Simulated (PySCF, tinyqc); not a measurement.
Inside a calculation. Method: FCI on RHF in the sto-3g basis, frozen core, for HF, spin multiplicity 1. The lowest restricted solution is unstable here: a spin-polarised one lies 0.0596 hartree lower (PySCF). One step of it, computed by the program tinyqc.

Task: FCI: determinants and Hamiltonian. Slater-Condon rules over spin orbitals, with the nuclear repulsion and the energy of the frozen orbital added and E(HF) subtracted on the diagonal. Only determinants linked to the reference directly or through others are kept (one block of an abelian symmetry group), so some states are absent.

one-electron integrals dressed by the frozen orbital, h + 2 (pq|11) - (p1|1q) (hartree), lower triangle:
```
,2,3,4,5,6
2,-6.693583
3,0.000000,-6.043370
4,0.000000,0.000000,-6.043370
5,0.207099,0.000000,0.000000,-4.698357
6,0.344359,0.000000,0.000000,1.598214,-4.225398
```

energy of the frozen orbital, 2 h_11 + (11|11) = -75.35319999 hartree

Two-electron integrals over orbitals (pq|rs), unique and non-zero (hartree); the lowest 1 orbital is frozen and left out:
```
p,q,r,s,(pq|rs)
2,2,2,2,0.885530
3,2,3,2,0.192627
3,3,2,2,0.902998
3,3,3,3,0.997514
4,2,4,2,0.192627
4,3,4,3,0.053770
4,4,2,2,0.902998
4,4,3,3,0.889973
4,4,4,4,0.997514
5,2,2,2,-0.041823
5,2,3,3,-0.049509
5,2,4,4,-0.049509
5,2,5,2,0.118443
5,3,3,2,-0.018363
5,3,5,3,0.030727
5,4,4,2,-0.018363
5,4,5,4,0.030727
5,5,2,2,0.649482
5,5,3,3,0.635518
5,5,4,4,0.635518
5,5,5,2,-0.003966
5,5,5,5,0.629421
6,2,2,2,-0.056647
6,2,3,3,-0.057382
6,2,4,4,-0.057382
6,2,5,2,-0.088518
6,2,5,5,-0.017908
6,2,6,2,0.091497
6,3,3,2,-0.019105
6,3,5,3,-0.024940
6,3,6,3,0.027665
6,4,4,2,-0.019105
6,4,5,4,-0.024940
6,4,6,4,0.027665
6,5,2,2,-0.276139
6,5,3,3,-0.275855
6,5,4,4,-0.275855
6,5,5,2,0.060578
6,5,5,5,-0.080916
6,5,6,2,0.022688
6,5,6,5,0.264112
6,6,2,2,0.611839
6,6,3,3,0.599502
6,6,4,4,0.599502
6,6,5,2,0.031590
6,6,5,5,0.620787
6,6,6,2,-0.041534
6,6,6,5,-0.032254
6,6,6,6,0.639338
```

nuclear repulsion = 3.16031513 hartree

Hartree-Fock energy = -98.41216409 hartree

Give: determinants; H - E(HF) between determinants.

Result:

Occupation strings over the orbitals (2 doubly, a alpha, b beta, 0 empty; spin orbitals ordered 1a 1b 2a 2b ...): 222220 2222ab 2a222b 2222ba 2b222a 222202 2a22b2 222022 220222 2b22a2 202222

H - E(HF) between determinants (hartree), lower triangle:
```
,222220,2222ab,2a222b,2222ba,2b222a,222202,2a22b2,222022,220222,2b22a2,202222
222220,0.000
2222ab,0.000,0.278
2a222b,0.000,-0.009,1.107
2222ba,0.000,-0.264,-0.023,0.278
2b222a,0.000,-0.023,-0.091,-0.009,1.107
222202,0.264,0.049,-0.061,-0.049,0.061,0.583
2a22b2,-0.023,0.061,-0.244,-0.024,0.089,0.044,1.442
222022,0.028,0.025,0.019,-0.025,-0.019,0.031,0.018,0.680
220222,0.028,0.025,0.019,-0.025,-0.019,0.031,0.018,0.054,0.680
2b22a2,0.023,-0.024,0.089,0.061,-0.244,-0.044,-0.118,-0.018,-0.018,1.442
202222,0.091,0.089,0.015,-0.089,-0.015,0.118,0.082,0.193,0.193,-0.082,2.516
```
